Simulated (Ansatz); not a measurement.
Results of r²SCAN (plane waves, PAW; Ansatz, a quantum-chemistry and plane-wave program) for zinc-blende BP.

The same calculation (at the measured cell, 11.682 Å³/atom) with different numerical settings:

```csv
run,k mesh,gap on the mesh (eV),total energy (eV/atom),rough time
1,4×4×4,1.483,-458.2568,under 3 core-s
2,6×6×6,1.500,-458.3354,under 3 core-s
3,8×8×8,1.447,-458.3429,under 3 core-s
4,12×12×12,1.412,-458.3440,under 3 core-s
5,16×16×16,1.424,-458.3440,6 core-s
6,20×20×20,1.416,-458.3440,10 core-s
```

In the column total energy (eV/atom) the first row differs from the last by +0.0872 and the next to last by 0.0000.

The last row is no converged limit: other settings stay fixed.
